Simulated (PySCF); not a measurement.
# C$_{2}$H$_{3}$F: calculation and literature

Geometry:
```tsv
atom	x (Å)	y (Å)	z (Å)
C1	0.690	-0.117	-0.037
C2	-0.617	0.027	-0.002
F3	-1.195	1.167	0.406
H4	1.128	-1.039	-0.367
H5	1.349	0.678	0.262
H6	-1.352	-0.713	-0.283
```

All values are calculated (PySCF): NMR shieldings at PBE0/pcSseg-1/GIAO, GFN2-xTB structure. In vacuum, relativity neglected, one conformer.

Reference values: measured (solution, not stated per compound (mostly CDCl3 or CCl4); Pretsch, Buehlmann, Badertscher, Structure Determination of Organic Compounds, 4th ed. (2009)).
```
atoms  quantity  reference  computed  computed, scaled
   H6      δ ¹H       6.17      6.94              6.65
   H5      δ ¹H       4.37      5.11              4.93
   H4      δ ¹H       4.03      4.67              4.51
```

Reference values: measured (G. Saielli, R. Bini, A. Bagno, Computational 19F NMR. 2. Organic compounds, RSC Adv. 2014, ESI (exp. from Berger-Braun-Kalinowski 1994 and Everett 1995)).
```json
{"atoms": "F3", "quantity": "δ ¹⁹F vs CFCl3", "reference": "-113.0", "computed": "-105.4", "computed, scaled": "-104.8"}
```

Reference values: CCSD(T)/13s9p4d3f + vibration and temperature (MP2) (gas, 300 K; M. E. Harding, PhD thesis, Mainz 2008 (Harding, Lenhart, Auer, Gauss, JCP 2008, 128, 244111)).
```json
{"atoms": "F3", "quantity": "σ ¹⁹F", "reference": "313.9", "computed": "276.4"}
```

Reference values: CCSD(T)/13s9p4d3f (gas (isolated, no vibration); M. E. Harding, PhD thesis, Mainz 2008 (Harding, Lenhart, Auer, Gauss, JCP 2008, 128, 244111)).
```
atoms  quantity  reference  computed
   F3     σ ¹⁹F      324.2     276.4
```

Absolute shieldings are compared as such; zero-point and thermal motion, absent here, lowers them by some tenths of a ppm for H, a few ppm for C and up to about 10 ppm for F.

Computed shifts are σ(ref) − σ with the named reference compound (TMS for H and C) calculated as an isolated molecule at the same level. The measured values may be among those fitted. Shieldings were converted by linear fits to measured shifts (mostly CDCl3, TMS scale, for H and C): ¹H (scatter 0.16 ppm rms, 0.17 ppm with the 2 outliers that the fit left out); ¹⁹F (scatter 1.8 ppm rms, 7.9 ppm with the 4 outliers that the fit left out vs CFCl3, solution or neat liquid, with a term for F on sp3 carbon). Occasional misses reach two or three times the rms, and more in compound classes unlike the fitted ones.

Q: How far are the unscaled ¹H shifts from the references?

A: Mean signed difference +0.72 ppm, mean absolute 0.72 ppm over 3 comparisons; the largest is +0.77 ppm at H6 (hydrogen on an alkene CH).

Q: How far are the unscaled ¹⁹F shieldings from the references?

A: Mean signed difference -42.65 ppm, mean absolute 42.65 ppm over 2 comparisons; the largest is -47.8 ppm at F3 (vinylic fluorine).

6 of the 8 published NMR values on file for this molecule are compared. The rest: other calculations.
